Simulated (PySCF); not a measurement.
Series: H3E-E'H3. Gas-phase values, no solvent. Strings in code marks are SMILES.

Method: PBE-D3(BJ)/def2-TZVP // B3LYP-D3(BJ)/def2-TZVP run with PySCF. All candidates: neutral, multiplicity 1. Excitations are Tamm–Dancoff values on a coarser integration grid. The basis has no diffuse functions, so Rydberg states are missing or too high.

HOMO–LUMO gap: 6.72 eV
LUMO: -0.54 eV
S1 excitation (TDA): 7.18 eV

Q: Name which member has these values.
(A) `[NH3+][AlH3-]`
(B) `[SiH3][SiH3]`
(C) `C[SiH3]`
(D) `[SiH3][SnH3]`

A: B, `[SiH3][SiH3]`. The others give `C[SiH3]`: 7.81 eV, -0.09 eV, 8.04 eV; `[NH3+][AlH3-]`: 5.00 eV, -1.16 eV, 5.04 eV; `[SiH3][SnH3]`: 6.01 eV, -0.94 eV, 6.73 eV
